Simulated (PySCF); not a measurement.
## Spin-rotation constants: SMILES C1=C[N-]C=N1, [C₃H₃N₂]-, charge -1

Cartesian coordinates in Å; atom numbers follow the order of the lines, from 1:
```xyz
8

C    -0.6546    0.8313   -0.1843
C    -0.9742   -0.4745    0.1876
N     0.1740   -1.1868    0.3494
C     1.1204   -0.2761    0.0667
N     0.6983    0.9561   -0.2618
H    -1.3269    1.6714   -0.3950
H    -1.9617   -0.9248    0.3421
H     2.1894   -0.5273    0.1022
```

Total charge -1.

Computed with GIAO HF/aug-pcSseg-1 magnetisability, rotational g tensor and spin-rotation constants, non-relativistic, gas phase (PySCF). Geometry: PBE0-D3(BJ)/def2-SVP.

For an ion the centre-of-mass motion in the field is neglected.

(1) Give the nuclear spin-rotation constants along the inertial axes (H = +C I·J) beside the isotropic shieldings.

(2) How do the rotational constants and the g tensor change when H6, H7, H8 are replaced by deuterium?

Answers

(1) Rotational constants 10.3521, 9.6743, 5.0009 GHz. A star marks the isotopologue with that one atom substituted, in its own axes.
| atom | isotope | Caa (kHz) | Cbb (kHz) | Ccc (kHz) | mean (kHz) | σ (ppm) |
| --- | --- | --- | --- | --- | --- | --- |
| N3 | 14N | 2.036 | 2.300 | 0.162 | 1.499 | -23.8 |
| N5 | 14N | 2.035 | 2.300 | 0.162 | 1.499 | -23.8 |
| H6 | 1H | -0.019 | 0.466 | -0.398 | 0.016 | 24.7 |
| H7 | 1H | -0.009 | 0.457 | -0.398 | 0.017 | 24.7 |
| H8 | 1H | -0.917 | 1.233 | -0.335 | -0.006 | 24.5 |
| C1 | 13C* | 3.899 | 3.732 | 0.836 | 2.822 | 59.8 |
| C4 | 13C* | 3.416 | 4.954 | 1.033 | 3.134 | 33.8 |

For the geometry as given, no vibrational averaging.

(2) Constants 9.0074, 8.4473, 4.3592 GHz; g -0.1621, -0.1358, 0.0262, against -0.1662, -0.1741, 0.0301 before.
